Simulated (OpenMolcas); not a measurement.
## How methods differ on BNH2 (SMILES B[N])

BNH2 has 4 atoms, charge 0, and is taken as a triplet. SMILES: `B[N]`. The shape is that of a GFN2-xTB optimisation.

```xyz
4

B    -0.0357    0.0066   -0.0239
N     1.0418   -0.1917    0.6977
H    -1.0569   -0.4740    0.3346
H     0.0509    0.6591   -1.0083
```

Quantity: the energy change with the B1–H4 bond stretched from 1.184 to 2.368 Å, in eV. The values are calculated.

| level | kind | program | value (eV) | less FCI/STO-3G |
| --- | --- | --- | --- | --- |
| UHF/STO-3G | Hartree–Fock | OpenMolcas | 3.98 | +1.30 |
| USVWN5/STO-3G | LDA | OpenMolcas | 3.22 | +0.54 |
| UPBE/STO-3G | GGA | OpenMolcas | 3.03 | +0.35 |
| U-r2SCAN/STO-3G | meta-GGA | OpenMolcas | 3.34 | +0.66 |
| UB3LYP/STO-3G | global hybrid | OpenMolcas | 3.50 | +0.82 |
| UM06-2X/STO-3G | hybrid meta-GGA | OpenMolcas | 3.77 | +1.09 |
| ROCCSD(T)/STO-3G | coupled cluster or CI | OpenMolcas | 2.71 | +0.03 |
| FCI/STO-3G | exact in the basis | OpenMolcas | 2.68 | 0.00 |

FCI/STO-3G is exact within its basis and frozen core, so for wave-function methods in that basis the difference is their error; functionals converge differently with the basis, so for them it is only a difference. The first shape isn't each level's own minimum. The values span 2.68 to 3.98 eV. Spin contamination of the reference (⟨S²⟩ at least 0.1 too high) touches UHF/STO-3G. All rows use very small basis sets, so even the best lies far from the true value.
